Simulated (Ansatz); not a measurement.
# LO phonon frequency at L of zinc-blende CdSe at several levels of theory

No measured value is used here.

| level (code) | value (cm⁻¹) | cell (Å³/atom) |
|---|---|---|
| LDA (Ansatz) | [?] | 27.10 |
| PBE (Ansatz) | 173 | 29.73 |
| r²SCAN (Ansatz) | 184 | 28.84 |
| B3LYP (VWN-RPA form) (Ansatz) | 175 | 30.34 |
| HSE06 (Ansatz) | 183 | 28.99 |

Some entries are withheld; supply them.


- LDA (Ansatz, a program for electronic structure), value (cm⁻¹): 192

Each level is taken at its own relaxed cell. Cutoffs and k meshes differ between the levels. Ansatz's density-functional and Hartree–Fock values are scalar-relativistic unless marked +SOC, with PAW data made under PBE.
